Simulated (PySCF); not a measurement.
Li₂, SMILES [Li][Li]. Atoms are numbered in the order given.

```xyz
2

Li     0.0000     0.0000    -1.3606
Li     0.0000     0.0000     1.3606
```

Geometry optimised at B3LYP-D3(BJ)/def2-TZVPD.

Calculation: PySCF with PBE/def2-TZVPD.

Isolated molecule, no solvent.

Estimate the frontier levels, gap, dipole moment and polarisability. (An estimate is asked for; the answer gives what the named calculation found.)


```json
{
  "highest_occupied_level": "-3.23 eV",
  "lowest_empty_level": "-1.79 eV",
  "orbital_gap": "1.44 eV",
  "dipole_moment": "0.00 D",
  "quadrupole, principal values (traceless, Buckingham form, about the centre of nuclear charge)": "-6.38, -6.38, 12.75 D·Å",
  "mean_static_polarisability": "197.0 bohr³ (29.19 Å³)",
  "polarisability_principal_values": "163.1, 163.1, 264.8 bohr³"
}
```
